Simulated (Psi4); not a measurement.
**H2S2 (SMILES SS): a chain of runs**

We compute a geometry optimisation (singlet H2S2, HF-3c/MINIX), then the energy (doublet [H2S2]+, UHF-3c/MINIX), then a geometry optimisation (doublet [H2S2]+, UHF-3c/MINIX), then the energy (singlet H2S2, HF-3c/MINIX) of H2S2. 

The results are computed with Psi4 1.11.

## (1) The system as given

H2S2: 4 atoms, total charge 0, spin state singlet. As SMILES, `SS`. Geometry: relaxed at PBE0-D4/def2-TZVP. The run starts from this shape.

Bond lengths: S1–S2 2.046 Å, S1–H3 1.347 Å, S2–H4 1.347 Å. Angles: S1–S2–H4 98.6°, S2–S1–H3 98.6°.

## (2) A geometry optimisation at HF-3c/MINIX (density fitting) (run 1)

The input, h2s2.xyz:

```xyz
4
H2S2
S      0.784480    -0.789210     0.166690
S      0.060220     1.121560     0.067360
H     -0.225420    -1.352590     0.856880
H     -0.619290     1.020250    -1.090950
```

The input, job.py:

```python
import psi4

psi4.set_memory('1600 MB')
psi4.set_num_threads(1)
psi4.set_output_file('h2s2.out', False)

with open('h2s2.xyz') as f:
    atoms = ''.join(f.readlines()[2:])
molecule = psi4.geometry('0 1\n' + atoms + 'symmetry c1')

options = {'reference': 'rks'}
psi4.set_options(options)

energy_value = psi4.optimize("hf-3c")
print(f'total energy {energy_value:.8f} hartree = {energy_value * 27.211386:.5f} eV')
print(molecule.to_string(dtype='xyz', units='Angstrom'))
```

The run is started by

```sh
$ python job.py
```

h2s2.out:

```text
[...]
  Running in c1 symmetry.
[...]
  Nuclear repulsion =   85.443143382187586
[...]
  Multiplicity = 1
[...]
  Nalpha       = 17
  Nbeta        = 17
[...]
    Number of basis functions: 30
[...]
   @DF-RKS iter   1:  -792.25857034602575   -6.43508e-01   6.44095e-03 DIIS/ADIIS
[...]
   @DF-RKS iter   7:  -792.29562822186949   -2.16005e-12   7.69870e-09 DIIS
[...]
  @DF-RKS Final Energy:  -792.29562822186949
   => Energetics <=
    Nuclear Repulsion Energy =             82.5948039443335915
    One-Electron Energy =               -1261.0754727098506009
    Two-Electron Energy =                 386.1693080486330700
    Total Energy =                       -792.2956282218694923
[...]
 Multipole Moments:
 ------------------------------------------------------------------------------------
     Multipole            Electronic (a.u.)      Nuclear  (a.u.)        Total (a.u.)
 ------------------------------------------------------------------------------------
 L = 1.  Multiply by 2.5417464519 to convert [e a0] to [Debye]
 Dipole X            :          1.0323892           -1.5745286           -0.5421394
 Dipole Y            :          0.4061900           -0.6194928           -0.2133028
 Dipole Z            :          0.2860619           -0.4362818           -0.1502199
 Magnitude           :                                                    0.6016471
[...]
  -Total Gradient:
     Atom            X                  Y                   Z
    ------   -----------------  -----------------  -----------------
       1        0.000026577418     0.000025239414    -0.000045913297
       2        0.000012050713    -0.000010036719     0.000056616436
       3       -0.000032633353     0.000003854774     0.000026449407
       4       -0.000005994780    -0.000019057464    -0.000037152546
[...]
    Final optimized geometry and variables:
    Molecular point group: c1
    Full point group: C1
    Geometry (in Angstrom), charge = 0, multiplicity = 1:
    S            0.402765516211    -0.980519818724     0.056470129500
    S           -0.349775589627     1.001368520790    -0.041787296471
    H           -0.640131795188    -1.541275904377     0.762841733943
    H           -1.040911689652     0.879875199839    -1.228637450086
[...]
```

Standard output:

```text
Optimizer: Optimization complete!
total energy -792.29562822 hartree = -21559.46217 eV
4
0 1 H2S2
S                     0.402765516211    -0.980519818724     0.056470129500
S                    -0.349775589627     1.001368520790    -0.041787296471
H                    -0.640131795188    -1.541275904377     0.762841733943
H                    -1.040911689652     0.879875199839    -1.228637450086
```

It took 11 s on 1 thread of AMD EPYC 7R43 (Zen 3), shared host; peak memory 0.2 GiB.

Step by step:

```tsv
step	energy from the first frame kept (eV)	largest force (eV/Å)
0	0.0000	1.8141
1	-0.0860	0.4888
2	-0.0934	0.1141
3	-0.0937	0.0315
4	-0.0938	0.0063
5	-0.0938	0.0030
```

After the run. Bond lengths: S1–S2 2.122 Å, S1–H3 1.379 Å, S2–H4 1.379 Å. Angles: S1–S2–H4 97.8°, S2–S1–H3 97.8°.

## (3) The doublet cation: a single-point energy at UHF-3c/MINIX (density fitting) (run 2)

The input, h2s2.py:

```python
import psi4

psi4.set_memory('1600 MB')
psi4.set_num_threads(1)
psi4.core.set_output_file('output.dat', False)

molecule = psi4.geometry("""
1 2
S      0.799302    -0.824501     0.166343
S      0.046761     1.157387     0.068085
H     -0.243595    -1.385257     0.872714
H     -0.644375     1.035894    -1.118765
symmetry c1
""")

psi4.set_options({
    'reference': 'uks',
})

e_tot, wfn = psi4.energy('hf-3c', molecule=molecule, return_wfn=True)
print('E =', round(e_tot, 9))
for k, v in sorted(psi4.core.scalar_variables().items()):
    print(f'{k:45s} {v:18.10f}')
```

The run is started by

```sh
$ python h2s2.py
```

output.dat:

```text
[...]
  Running in c1 symmetry.
[...]
  Nuclear repulsion =   82.594817761340252
[...]
  Multiplicity = 2
[...]
  Nalpha       = 17
  Nbeta        = 16
[...]
    Number of basis functions: 30
[...]
   @DF-UKS iter   1:  -791.88724278628104   -4.07107e-01   7.35289e-03 DIIS/ADIIS
[...]
   @DF-UKS iter  13:  -791.93172542586603   -1.28604e-08   3.68420e-07 DIIS
[...]
   @S^2 Observed:                8.280552506E-01
[...]
    Orbital Energies [Eh]
    ---------------------
    Alpha Occupied:
       1A    -91.731760     2A    -91.729543     3A     -9.326720
       4A     -9.326622     5A     -6.984227     6A     -6.984152
       7A     -6.973514     8A     -6.972867     9A     -6.971124
      10A     -6.969023    11A     -1.369557    12A     -1.209148
      13A     -0.881995    14A     -0.852718    15A     -0.772335
      16A     -0.720754    17A     -0.704350
    Alpha Virtual:
      18A     -0.177618    19A      0.036649    20A      0.040885
      21A      0.415907    22A      0.425554    23A      0.459774
      24A      0.527742    25A      0.576124    26A      0.676377
[...]
  @DF-UKS Final Energy:  -791.93172542586603
   => Energetics <=
    Nuclear Repulsion Energy =             82.5948177613402521
    One-Electron Energy =               -1249.1509895425751893
    Two-Electron Energy =                 374.6087138448992278
    Total Energy =                       -791.9317254258659204
  UHF NO Occupations:
  HONO-2 :   15  A 1.9977347
  HONO-1 :   16  A 1.9640103
[...]
 Multipole Moments:
 ------------------------------------------------------------------------------------
     Multipole            Electronic (a.u.)      Nuclear  (a.u.)        Total (a.u.)
 ------------------------------------------------------------------------------------
 L = 1.  Multiply by 2.5417464519 to convert [e a0] to [Debye]
 Dipole X            :          0.7419704           -1.5745282           -0.8325578
 Dipole Y            :          0.2919612           -0.6194924           -0.3275312
 Dipole Z            :          0.2055930           -0.4362822           -0.2306892
 Magnitude           :                                                    0.9239301
[...]
```

On the terminal:

```text
E = -791.931725426
CURRENT ENERGY                                   -791.9317254259
CURRENT REFERENCE ENERGY                         -791.9317254259
DD SOLVATION ENERGY                                 0.0000000000
DISPERSION CORRECTION ENERGY                        0.0157325105
HF KINETIC ENERGY                                 789.5308208105
HF POTENTIAL ENERGY                             -1581.4625462364
HF TOTAL ENERGY                                  -791.9474579363
HF VIRIAL RATIO                                     2.0030409258
HF3C DISPERSION CORRECTION ENERGY                  -0.0138645883
NUCLEAR REPULSION ENERGY                           82.5948177613
ONE-ELECTRON ENERGY                             -1249.1509895426
PCM POLARIZATION ENERGY                             0.0000000000
PE ENERGY                                           0.0000000000
SCF ITERATION ENERGY                             -791.9317254259
SCF ITERATIONS                                     13.0000000000
SCF TOTAL ENERGY                                 -791.9317254259
TWO-ELECTRON ENERGY                               374.6087138449
```

Run time: 6.3 s. Hardware: 1 thread of AMD EPYC 7R43 (Zen 3), shared host; peak memory 0.19 GiB.

## (4) The doublet cation: a structure relaxation at UHF-3c/MINIX (density fitting) (run 3)

The input, calc.py:

```python
import psi4

psi4.set_memory('1600 MB')
psi4.set_num_threads(1)
psi4.core.set_output_file('psi4.out', False)

m = psi4.geometry("""
1 2
S      1.51046187    -1.55808108     0.31434271
S      0.08836548     2.18714445     0.12866200
H     -0.46032784    -2.61775634     1.64919045
H     -1.21769227     1.95755595    -2.11415945
units bohr
symmetry c1
""")

psi4.set_options(dict(reference='uks'))

e = psi4.optimize('hf-3c')
print(f'total energy {e:.8f} hartree = {e * 27.211386:.5f} eV')
print(m.to_string(dtype='xyz', units='Angstrom'))
for k, v in sorted(psi4.core.scalar_variables().items()):
    print(f'{k:45s} {v:18.10f}')
```

The run is started by

```sh
$ python calc.py
```

psi4.out:

```text
[...]
  Running in c1 symmetry.
[...]
  Nuclear repulsion =   82.594817774875423
[...]
  Multiplicity = 2
[...]
  Nalpha       = 17
  Nbeta        = 16
[...]
    Number of basis functions: 30
[...]
   @DF-UKS iter   1:  -791.88724278675170   -4.07107e-01   7.35289e-03 DIIS/ADIIS
[...]
   @DF-UKS iter   9:  -791.96762513718136    0.00000e+00   7.14056e-09 DIIS
[...]
   @S^2 Observed:                7.604666499E-01
[...]
  @DF-UKS Final Energy:  -791.96762513718136
   => Energetics <=
    Nuclear Repulsion Energy =             84.7884912993521169
    One-Electron Energy =               -1253.3629175421524451
    Two-Electron Energy =                 376.5933284809831321
    Total Energy =                       -791.9676251371813578
  UHF NO Occupations:
  HONO-2 :   15  A 1.9983051
  HONO-1 :   16  A 1.9980245
[...]
 Multipole Moments:
 ------------------------------------------------------------------------------------
     Multipole            Electronic (a.u.)      Nuclear  (a.u.)        Total (a.u.)
 ------------------------------------------------------------------------------------
 L = 1.  Multiply by 2.5417464519 to convert [e a0] to [Debye]
 Dipole X            :          1.2021720           -2.2790508           -1.0768788
 Dipole Y            :          0.4729905           -0.8966847           -0.4236942
 Dipole Z            :          0.3331068           -0.6314964           -0.2983896
 Magnitude           :                                                    1.1950821
[...]
  -Total Gradient:
     Atom            X                  Y                   Z
    ------   -----------------  -----------------  -----------------
       1        0.000005878925     0.000004092428     0.000000746428
       2        0.000006634057     0.000000827256     0.000002722074
       3       -0.000008364119     0.000005559983    -0.000005481552
       4       -0.000004148865    -0.000010479670     0.000002013052
[...]
    Final optimized geometry and variables:
    Molecular point group: c1
    Full point group: C1
    Geometry (in Bohr), charge = 1, multiplicity = 2:
    S            0.509296621748    -1.663218592146     0.845743816578
    S           -0.364354158357     1.720245708285    -0.805582077405
    H           -1.763672276684    -2.978049949394     0.374966882699
    H           -2.834457961731     1.168931344729    -1.649051115816
[...]
```

It took 13 s on 1 thread of AMD EPYC 7R43 (Zen 3), shared host; peak memory 0.2 GiB.

Step by step:

```tsv
step	energy from the first frame kept (eV)	largest force (eV/Å)
0	0.0000	1.3678
1	-0.5177	1.2313
2	-0.9131	1.0125
3	-0.8459	1.9694
4	-0.9741	0.2582
5	-0.9767	0.0951
6	-0.9769	0.0055
7	-0.9769	0.0006
```

After the run. Bond lengths: S1–S2 2.045 Å, S1–H3 1.412 Å, S2–H4 1.412 Å. Angles: S1–S2–H4 99.4°, S2–S1–H3 99.4°.

## (5) A single-point energy at HF-3c/MINIX (density fitting) (run 4)

The input, calc.dat:

```
memory 1.6 GB

molecule system {
  0 1
  S      1.25864264    -1.36838659     1.05337303
  S      0.38499201     2.01507733    -0.59795281
  H     -1.01432750    -2.68321834     0.58259690
  H     -2.08511247     1.46376296    -1.44142262
  units bohr
}


e, wfn = energy("hf-3c", return_wfn=True)
```

The run is started by

```sh
$ psi4 -i calc.dat -o calc.out -n 1
```

calc.out:

```text
[...]
  Running in c1 symmetry.
[...]
  Nuclear repulsion =   84.788492839932474
[...]
  Multiplicity = 1
[...]
  Nalpha       = 17
  Nbeta        = 17
[...]
    Number of basis functions: 30
[...]
   @DF-RHF iter   1:  -792.23521495049965   -7.02710e-01   7.17282e-03 ADIIS/DIIS
[...]
   @DF-RHF iter   7:  -792.27691284793832   -5.88534e-09   4.48541e-07 DIIS
[...]
    Orbital Energies [Eh]
    ---------------------
    Doubly Occupied:
       1A    -91.327229     2A    -91.324611     3A     -8.940706
       4A     -8.940591     5A     -6.591516     6A     -6.589461
       7A     -6.588667     8A     -6.587253     9A     -6.586281
      10A     -6.584181    11A     -1.050232    12A     -0.866164
      13A     -0.605892    14A     -0.481221    15A     -0.472500
      16A     -0.461712    17A     -0.323740
[...]
  @DF-RHF Final Energy:  -792.27691284793832
   => Energetics <=
    Nuclear Repulsion Energy =             84.7884928399324735
    One-Electron Energy =               -1265.5138489853093233
    Two-Electron Energy =                 388.4349706983553006
    Total Energy =                       -792.2769128479383198
[...]
 Multipole Moments:
 ------------------------------------------------------------------------------------
     Multipole            Electronic (a.u.)      Nuclear  (a.u.)        Total (a.u.)
 ------------------------------------------------------------------------------------
 L = 1.  Multiply by 2.5417464519 to convert [e a0] to [Debye]
 Dipole X            :          1.4805232           -2.2790517           -0.7985286
 Dipole Y            :          0.5825066           -0.8966849           -0.3141783
 Dipole Z            :          0.4102343           -0.6314964           -0.2212621
 Magnitude           :                                                    0.8861788
[...]
```

Run time: 5.4 s. Hardware: 1 thread of AMD EPYC 7R43 (Zen 3), shared host; peak memory 0.18 GiB.

## (6) Results

| quantity | value |
| --- | --- |
| run 1, HF-3c/MINIX: total energy at the end | -792.29563 Eh |
| run 1, HF-3c/MINIX: dipole moment | 1.53 D |
| run 1, HF-3c/MINIX: HOMO energy | -10.37 eV |
| run 1, HF-3c/MINIX: LUMO energy | 3.92 eV |
| run 1, HF-3c/MINIX: HOMO–LUMO gap | 14.29 eV |
| doublet cation, run 2: total energy | -791.93173 Eh |
| doublet cation, run 2: HOMO energy (highest over α and β) | -17.03 eV |
| doublet cation, run 2: LUMO energy (lowest over α and β) | -9.31 eV |
| doublet cation, run 2: ⟨S²⟩ | 0.828 |
| doublet cation, run 3: total energy at the end | -791.96763 Eh |
| doublet cation, run 3: HOMO energy (highest over α and β) | -18.32 eV |
| doublet cation, run 3: LUMO energy (lowest over α and β) | -8.02 eV |
| doublet cation, run 3: ⟨S²⟩ | 0.760 |
| run 4, HF-3c/MINIX: total energy | -792.27691 Eh |
| run 4, HF-3c/MINIX: dipole moment | 2.25 D |
| run 4, HF-3c/MINIX: HOMO energy | -8.81 eV |
| run 4, HF-3c/MINIX: LUMO energy | 4.79 eV |
| run 4, HF-3c/MINIX: HOMO–LUMO gap | 13.60 eV |
| adiabatic ionisation energy (to the doublet cation, no zero-point term) | 8.925 eV |

The adiabatic ionisation energy (to the doublet cation, no zero-point term) is 8.93 eV (861 kJ/mol). In a minimal basis such a difference can be off by several eV, whatever the method. The optimisation (run 1, HF-3c/MINIX) took 6 steps and changed the energy by -0.094 eV. The optimisation (doublet cation, run 3) took 8 steps and changed the energy by -0.977 eV.
